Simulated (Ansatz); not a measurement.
This geometry of B2H4S (7 atoms, charge 0, multiplicity 1) is a first-order saddle point.

The calculation used RHF/def2-SVP (Ansatz).

```xyz
7
Properties=species:S:1:pos:R:3
B -0.756 0.598 -0.696
B -0.089 -0.053 0.705
S 0.959 -1.605 0.405
H -1.821 0.221 -1.107
H -0.157 1.400 -1.361
H -0.219 0.341 1.829
H 2.083 -0.902 0.225
```

**Question.** Which two structures does it join? (They come from a converged band through this point; their orientation in space is the band's.)

**Answer.** No bond is made or broken. The dihedral B1–B2–S3–H7 goes from 0 to 180°.

Image 0:

```xyz
7
Properties=species:S:1:pos:R:3
B -0.665 0.588 -0.685
B -0.033 -0.008 0.768
S 1.337 -1.162 0.906
H -1.558 0.024 -1.259
H -0.244 1.597 -1.185
H -0.480 0.317 1.834
H 1.642 -1.358 -0.381
```

Image 10:

```xyz
7
Properties=species:S:1:pos:R:3
B -0.826 0.727 -0.768
B 0.082 -0.088 0.412
S 1.429 -1.195 -0.028
H -1.830 0.251 -1.226
H -0.515 1.822 -1.153
H -0.164 0.063 1.577
H 1.824 -1.581 1.187
```

**Question.** How far does it lie above each of them?

**Answer.** 16.8 kcal/mol above the first and 16.4 kcal/mol above the second. This is the barrier of this one path; another mechanism may lie lower.

Time of the run: 45 s on 1 thread of Intel(R) Xeon(R) 6975P-C (Granite Rapids) (shared host), peak memory 0.13 GiB.
